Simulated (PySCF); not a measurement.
Molecule: Cyanoethynyl Anion ([C-]#CC#N, [C₃N]-).

Bonds (- single, = double, # triple, : aromatic): C1#C2 1.257 Å, C2-C3 1.367 Å, C3#N4 1.175 Å. Formal charges: C1 -1.

Total charge -1.

Spin–spin couplings on one PBE0-D3(BJ)/def2-SVP geometry, PySCF 2.14, gas phase, non-relativistic, equivalent pairs averaged; isotopes ¹³C, ¹⁵N; functional B3LYP.

Question: How do the couplings (Hz) change with the basis set? Times are CPU seconds on shared hosts with different chips, so compare them loosely. Far from the basis limit: 6-31G-J, pcJ-0, 6-31G*, cc-pVTZ, def2-TZVP.

Answer: 
```tsv
basis set	functions	¹J(C2,C3)	¹J(C1,C2)	¹J(C3,N4)	²J(C2,N4)	²J(C1,C3)	³J(C1,N4)	core-s
6-31G-J	48	127.0	30.5	-12.6	6.6	-3.3	-10.4	2.3
pcJ-0	52	97.0	2.6	1.5	6.1	-11.4	-16.2	2.2
6-31G*	56	131.7	40.5	-22.3	5.2	-1.8	-11.0	2.1
pcJ-1	108	132.9	53.9	-21.6	4.9	0.3	-11.9	5.9
cc-pVTZ	120	162.9	124.0	-43.0	5.6	0.3	-10.5	4.9
def2-TZVP	124	135.2	54.8	-19.2	5.7	-0.2	-11.1	5.2
aug-cc-pVTZ-J	184	132.8	57.9	-20.0	5.7	-1.0	-11.5	8.9
pcJ-2	204	128.9	53.0	-20.0	5.6	0.2	-12.2	10
```

The Fermi-contact term samples the wavefunction at the nucleus, which is why sets with added tight s functions (names with J) are made for couplings.
